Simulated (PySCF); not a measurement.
Species: C4H7F.
Numbering: `[CH3:1]/[CH:2]=[CH:3]/[CH2:4][F:5]` (hydrogens: H6, H7, H8 on C1; H9 on C2; H10 on C3; H11, H12 on C4)

The same species was optimised twice, with GFN2-xTB and with PBE0-D3(BJ)/def2-SVP (PySCF), and the same property calculations (PySCF, gas phase) were run on both structures.

| coordinate | GFN2-xTB | PBE0-D3(BJ)/def2-SVP | change |
| --- | --- | --- | --- |
| C3–H10 (Å) | 1.082 | 1.098 | +0.016 |
| C2–H9 (Å) | 1.082 | 1.096 | +0.014 |
| C1–H6 (Å) | 1.089 | 1.103 | +0.014 |
| C1–H8 (Å) | 1.089 | 1.103 | +0.014 |
| C1–H7 (Å) | 1.087 | 1.100 | +0.013 |
| C2=C3 (Å) | 1.322 | 1.334 | +0.012 |
| C4–H11 (Å) | 1.098 | 1.107 | +0.009 |
| C4–H12 (Å) | 1.098 | 1.107 | +0.009 |
| C3–C4 (Å) | 1.496 | 1.491 | -0.005 |
| C4–F5 (Å) | 1.373 | 1.369 | -0.004 |
| C1–C2 (Å) | 1.490 | 1.491 | +0.001 |
| H11–C4–H12 (°) | 109.0 | 106.9 | -2.1 |
| C3–C2–H9 (°) | 119.5 | 117.5 | -2.0 |
| F5–C4–H11 (°) | 106.7 | 108.6 | +1.9 |
| F5–C4–H12 (°) | 106.7 | 108.4 | +1.7 |
| C4–C3–H10 (°) | 113.6 | 115.3 | +1.7 |
| C1–C2–H9 (°) | 115.9 | 117.2 | +1.3 |
| H6–C1–H8 (°) | 107.5 | 106.3 | -1.2 |
| C2–C1–H6 (°) | 110.0 | 111.1 | +1.1 |
| C2–C3–C4–F5 (°) | 0 | 1 | +1 |

Rotational constants: A = 15146, B = 2518, C = 2219 MHz (GFN2-xTB) against A = 14871, B = 2528, C = 2220 MHz (PBE0-D3(BJ)/def2-SVP). Point groups within 0.08 Å: Cs and Cs. Atoms that the bonding makes alike are paired by their places after alignment.

On the GFN2-xTB structure: lowest singlet, TDDFT (eV) 7.02 [CAM-B3LYP/def2-SVPD]; lowest triplet, Tamm–Dancoff (eV) 4.47 [CAM-B3LYP/def2-SVPD]; isotropic polarisability (au) 51.6 [CAM-B3LYP/def2-SVPD]; HOMO (eV) -8.61 [CAM-B3LYP/def2-SVPD]; LUMO (eV) 1.47 [CAM-B3LYP/def2-SVPD]; dipole (D) 1.76 [CAM-B3LYP/def2-SVPD]; HOMO (eV) -7.23 [PBE0/pcSseg-1]; LUMO (eV) 0.57 [PBE0/pcSseg-1]; dipole (D) 1.68 [PBE0/pcSseg-1]; GIAO shielding of C1 (ppm) 164.9 [PBE0/pcSseg-1]; GIAO shielding of C2 (ppm) 55.2 [PBE0/pcSseg-1]; GIAO shielding of C3 (ppm) 53.7 [PBE0/pcSseg-1]; GIAO shielding of C4 (ppm) 100.6 [PBE0/pcSseg-1]; GIAO shielding of F5 (ppm) 431.7 [PBE0/pcSseg-1].

What do these properties become on the PBE0-D3(BJ)/def2-SVP structure?

| property | level | on GFN2-xTB | on PBE0-D3(BJ)/def2-SVP | change |
| --- | --- | --- | --- | --- |
| lowest singlet, TDDFT (eV) | CAM-B3LYP/def2-SVPD | 7.02 | 6.95 | -0.07 |
| lowest triplet, Tamm–Dancoff (eV) | CAM-B3LYP/def2-SVPD | 4.47 | 4.35 | -0.12 |
| isotropic polarisability (au) | CAM-B3LYP/def2-SVPD | 51.6 | 52.5 | +0.9 |
| HOMO (eV) | CAM-B3LYP/def2-SVPD | -8.61 | -8.53 | +0.08 |
| LUMO (eV) | CAM-B3LYP/def2-SVPD | 1.47 | 1.47 | 0.00 |
| dipole (D) | CAM-B3LYP/def2-SVPD | 1.76 | 1.73 | -0.03 |
| energy, GFN2-xTB geometry as zero (kcal/mol) | CAM-B3LYP/def2-SVPD | 0.0 | -0.4 | -0.4 |
| HOMO (eV) | PBE0/pcSseg-1 | -7.23 | -7.16 | +0.07 |
| LUMO (eV) | PBE0/pcSseg-1 | 0.57 | 0.50 | -0.07 |
| dipole (D) | PBE0/pcSseg-1 | 1.68 | 1.65 | -0.03 |
| energy, GFN2-xTB geometry as zero (kcal/mol) | PBE0/pcSseg-1 | 0.0 | -0.3 | -0.3 |
| GIAO shielding of C1 (ppm) | PBE0/pcSseg-1 | 164.9 | 163.5 | -1.4 |
| GIAO shielding of C2 (ppm) | PBE0/pcSseg-1 | 55.2 | 52.9 | -2.3 |
| GIAO shielding of C3 (ppm) | PBE0/pcSseg-1 | 53.7 | 50.6 | -3.1 |
| GIAO shielding of C4 (ppm) | PBE0/pcSseg-1 | 100.6 | 100.9 | +0.3 |
| GIAO shielding of F5 (ppm) | PBE0/pcSseg-1 | 431.7 | 430.7 | -1.0 |

The heavy atoms differ by 0.014 Å rms after alignment. Among all bonds C3–H10 changes most (+0.016 Å). Changes are differences of the printed values. Neither structure is proved a minimum here.

Conformer computed: `[CH3:1]/[CH:2]=[CH:3]/[CH2:4][F:5]`: C2–C3–C4–F5 1°.
